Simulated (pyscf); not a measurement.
Elementary routes open to HGa=AsH + H₂ in the gas phase (singlet surface):
A. Ga–AsH₂ [singlet] + H₂ (Ga–H, H–H broken; As–H, H–H formed)
B. H₂Ga–AsH₂ (H–H broken; As–H, Ga–H formed)

Optimised with ωB97X-D3(BJ)/def2-SVP in PySCF.

Problem. Rank the routes by free-energy barrier at 1200 K, lowest first, for ωB97M-D3(BJ)/def2-TZVP energies (ideal gas, 1 atm, RRHO with modes under 100 cm⁻¹ raised to 100, one conformer, R ln 2 for chiral ones without a mode under 150 cm⁻¹).

Solution. B (62.4 kcal/mol), A (82.6 kcal/mol)

Route B is the fastest of these, ahead of the next by 20.2 kcal/mol. The most stable products are those of A (ΔG = -12.9 kcal/mol), whose barrier is 20.2 kcal/mol higher: the kinetic and the thermodynamic product differ. At 298 K B is still the fastest. Only these routes are compared; each barrier is that of the saddle found, and lower ones may exist. Elements up to Kr have no core potential and no relativistic terms here.
